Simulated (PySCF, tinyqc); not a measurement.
Worked calculation: RHF in the sto-3g basis, for CH2, spin multiplicity 1. The lowest restricted solution is unstable here: a spin-polarised one lies 0.0384 hartree lower (PySCF). One step of it, computed by the program tinyqc.

Problem. Iteration 1: diagonalisation and new density. Diagonalise F' = X^T F X, C = X C', fill 4 alpha and 4 beta electrons from the bottom; D = 2 C_occ C_occ^T. Each column has its largest component positive (the first on a tie).

Fock matrix F (hartree), order 1C 1s, 1C 2s, 1C 2px, 1C 2py, 1C 2pz, 2H 1s, 3H 1s:
```
[[-10.788247, -2.924920, 0.000000, 0.000000, -0.025885, -0.736910, -0.736910],
 [-2.924920, -1.343583, 0.000000, 0.000000, -0.117726, -0.694043, -0.694043],
 [0.000000, 0.000000, 0.332287, 0.000000, 0.000000, 0.000000, 0.000000],
 [0.000000, 0.000000, 0.000000, -0.246736, 0.000000, -0.366995, 0.366995],
 [-0.025885, -0.117726, 0.000000, 0.000000, -0.203570, -0.240257, -0.240257],
 [-0.736910, -0.694043, 0.000000, -0.366995, -0.240257, -0.457766, -0.232384],
 [-0.736910, -0.694043, 0.000000, 0.366995, -0.240257, -0.232384, -0.457766]]
```

X, order 1C 1s, 1C 2s, 1C 2px, 1C 2py, 1C 2pz, 2H 1s, 3H 1s:
```
[[1.027100, -0.155002, 0.000000, 0.000000, -0.012300, 0.026313, 0.026313],
 [-0.155002, 1.304851, 0.000000, 0.000000, 0.134466, -0.352001, -0.352001],
 [0.000000, 0.000000, 1.000000, 0.000000, 0.000000, 0.000000, 0.000000],
 [0.000000, 0.000000, 0.000000, 1.190018, 0.000000, -0.299501, 0.299501],
 [-0.012300, 0.134466, 0.000000, 0.000000, 1.064439, -0.169246, -0.169246],
 [0.026313, -0.352001, 0.000000, -0.299501, -0.169246, 1.265909, -0.032586],
 [0.026313, -0.352001, 0.000000, 0.299501, -0.169246, -0.032586, 1.265909]]
```

Give: F' = X^T F X; orbital energies; coefficients C; D after iteration 1.

Solution.

F' = X^T F X (hartree):
```
[[-10.5507, -1.5755, 0.0000, 0.0000, -0.0442, -0.1006, -0.1006],
 [-1.5755, -0.4188, 0.0000, 0.0000, 0.0971, -0.4667, -0.4667],
 [0.0000, 0.0000, 0.3323, 0.0000, 0.0000, 0.0000, 0.0000],
 [0.0000, 0.0000, 0.0000, 0.1334, 0.0000, -0.4573, 0.4573],
 [-0.0442, 0.0971, 0.0000, 0.0000, -0.0893, -0.2384, -0.2384],
 [-0.1006, -0.4667, 0.0000, -0.4573, -0.2384, 0.0641, -0.0825],
 [-0.1006, -0.4667, 0.0000, 0.4573, -0.2384, -0.0825, 0.0641]]
```

orbital energies (hartree): [-10.7955, -0.7676, -0.5068, -0.1911, 0.3323, 0.6771, 0.7868]

coefficients C, order 1C 1s, 1C 2s, 1C 2px, 1C 2py, 1C 2pz, 2H 1s, 3H 1s:
```
[[0.9923, -0.2071, 0.0000, 0.1226, 0.0000, -0.1946, 0.0000],
 [0.0337, 0.5996, 0.0000, -0.5209, 0.0000, 1.1664, 0.0000],
 [0.0000, 0.0000, 0.0000, 0.0000, 1.0000, 0.0000, 0.0000],
 [0.0000, 0.0000, 0.5478, 0.0000, 0.0000, 0.0000, 1.1382],
 [0.0065, 0.1787, 0.0000, 0.8555, 0.0000, 0.6669, 0.0000],
 [-0.0083, 0.3128, 0.4330, 0.1221, 0.0000, -0.8950, -0.8633],
 [-0.0083, 0.3128, -0.4330, 0.1221, 0.0000, -0.8950, 0.8633]]
```

D after iteration 1, order 1C 1s, 1C 2s, 1C 2px, 1C 2py, 1C 2pz, 2H 1s, 3H 1s:
```
[[2.0852, -0.3092, 0.0000, 0.0000, 0.1486, -0.1161, -0.1161],
 [-0.3092, 1.2639, 0.0000, 0.0000, -0.6764, 0.2473, 0.2473],
 [0.0000, 0.0000, 0.0000, 0.0000, 0.0000, 0.0000, 0.0000],
 [0.0000, 0.0000, 0.0000, 0.6002, 0.0000, 0.4745, -0.4745],
 [0.1486, -0.6764, 0.0000, 0.0000, 1.5277, 0.3206, 0.3206],
 [-0.1161, 0.2473, 0.0000, 0.4745, 0.3206, 0.6007, -0.1495],
 [-0.1161, 0.2473, 0.0000, -0.4745, 0.3206, -0.1495, 0.6007]]
```
